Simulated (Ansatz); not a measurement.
**Si2H5F: taking an electron away**

How much energy removes an electron from Si2H5F at fixed geometry? The cation is run at each level and the neutral's energy taken from earlier runs.

Method: unrestricted cation, the program's frozen cores in correlated methods; program: Ansatz 0.2.0, Gaussian basis.

Levels to be run: UKS PBE-D4/def2-TZVPP; UKS r2SCAN-D4/def2-TZVPP; UKS PBE0-D4/def2-TZVPP; UKS B3LYP-D4/def2-TZVPP; UKS wB97X-V/def2-TZVPP; UKS wB97M-V/def2-TZVPP; UKS B2PLYP/def2-TZVPP; UHF-CCSD(T)/def2-TZVPP; UHF-MP2/def2-QZVPP; extrapolation to the limit; then −ε(HOMO) from the neutral's earlier runs with LDA (SPW92), PBE-D4, revPBE-D4, BLYP-D4, r2SCAN-D4, B97M-V, PBE0-D4, B3LYP-D4, r2SCANh-D4, r2SCAN0-D4, HSE06-D4, BHLYP-D4, CAM-B3LYP-D4, LC-ωPBE, ωB97X-V, ωB97M-V.

### Step 1. The geometry

The geometry comes from an earlier relaxation with PBE0-D4/def2-TZVP; it is a stationary point, not always the lowest conformer.

8 atoms, charge 0, spin multiplicity 1.

Atoms are counted from 1 here; the program's logs count them from 0.

Bond lengths: F1–Si2 1.607 Å, Si2–Si3 2.343 Å, Si2–H4 1.486 Å, Si2–H5 1.486 Å, Si3–H6 1.487 Å, Si3–H7 1.489 Å, Si3–H8 1.487 Å. Angles: F1–Si2–Si3 109.8°, F1–Si2–H4 107.7°, F1–Si2–H5 107.7°, Si3–Si2–H4 111.3°, Si3–Si2–H5 111.3°, H4–Si2–H5 108.9°, Si2–Si3–H6 110.7°, Si2–Si3–H7 108.2°, Si2–Si3–H8 110.7°, H6–Si3–H7 109.0°, H6–Si3–H8 109.2°, H7–Si3–H8 109.0°.

### Step 2. Cation, UKS PBE-D4/def2-TZVPP

in.yaml

```yaml
crystal:
  periodic: [false, false, false]
  atoms:
    - {symbol: F, position_ang: [-2.015237, 0.986107, -0.226792]}
    - {symbol: Si, position_ang: [-0.575369, 0.581086, -0.813616]}
    - {symbol: Si, position_ang: [0.633501, -0.611215, 0.800387]}
    - {symbol: H, position_ang: [-0.798703, -0.237500, -2.033879]}
    - {symbol: H, position_ang: [0.125732, 1.834679, -1.195665]}
    - {symbol: H, position_ang: [0.849454, 0.218230, 2.015105]}
    - {symbol: H, position_ang: [1.955689, -0.971083, 0.218920]}
    - {symbol: H, position_ang: [-0.082866, -1.857404, 1.179841]}
basis:
  gaussian: {orbitals: def2-TZVPP}
total_charge: 1
magnetization: {spin_polarized: true, initial_magnetization: 1}
hamiltonian: {xc: pbe, dispersion: d4}
```

Further steps of the session: Cation, UKS r2SCAN-D4/def2-TZVPP; Cation, UKS PBE0-D4/def2-TZVPP; Cation, UKS B3LYP-D4/def2-TZVPP; Cation, UKS wB97X-V/def2-TZVPP; Cation, UKS wB97M-V/def2-TZVPP; Cation, UKS B2PLYP (frozen core)/def2-TZVPP; Cation, UHF-CCSD(T)/def2-TZVPP; Cation, UHF-MP2/def2-QZVPP.

Q: Predict the results of all the runs planned. Wanted: ionisation energy, CCSD(T)/CBS; nearest functional by difference; nearest −ε(HOMO); −ε(HOMO) of PBE; T1 of the cation.

**Answer**, as computed:

| quantity | value |
| --- | --- |
| ionisation energy, CCSD(T)/CBS | 10.85 eV |
| nearest functional by difference | ωB97X-V (-0.17 eV) |
| nearest −ε(HOMO) | ωB97X-V (-0.15 eV) |
| −ε(HOMO) of PBE | 7.21 eV |
| T1 of the cation | 0.019 |

By cation minus neutral, the functionals miss by 0.53 eV at most. −ε(HOMO) of PBE misses by 3.6 eV, since self-interaction lifts the level. Among orbital estimates ωB97X-V comes nearest. Hartree-Fock falls 0.80 eV short, as the neutral has more correlation energy than the cation.
